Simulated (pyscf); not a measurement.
Structures and frequencies: ωB97X-D3(BJ)/def2-SVP in PySCF. MP2 and CC: frozen core, UHF for open shells. ΔMP2 is the change of the MP2 total energy from the triple- to the quadruple-zeta basis.

Question: HO–BH–OH → H₂O + HB=O
Surface: singlet. Broken: B–O, H–O. Formed: H–O. Give ΔE‡ and ΔE from CCSD(T)/def2-TZVPP + ΔMP2(QZVPP), relative to the reactant's lowest minimum found.

Answer: ΔE‡ = 230.9 kJ/mol, ΔE = +180.4 kJ/mol. Zero-point energy shifts the barrier by -15.6 kJ/mol. It is an elimination, with an imaginary mode of 1364i cm⁻¹. On the product side the descent ends in a complex, 19.7 kJ/mol under the separated species and 56.0 kJ/mol under the saddle at ωB97X-D3(BJ)/def2-TZVP. The products may also form a dative adduct at HB=O; it and routes through it were not searched. This is the saddle that the search found; another between the same sides may lie lower. The CCSD(T) − MP2 part came from Ansatz, without density fitting, on the same reference.
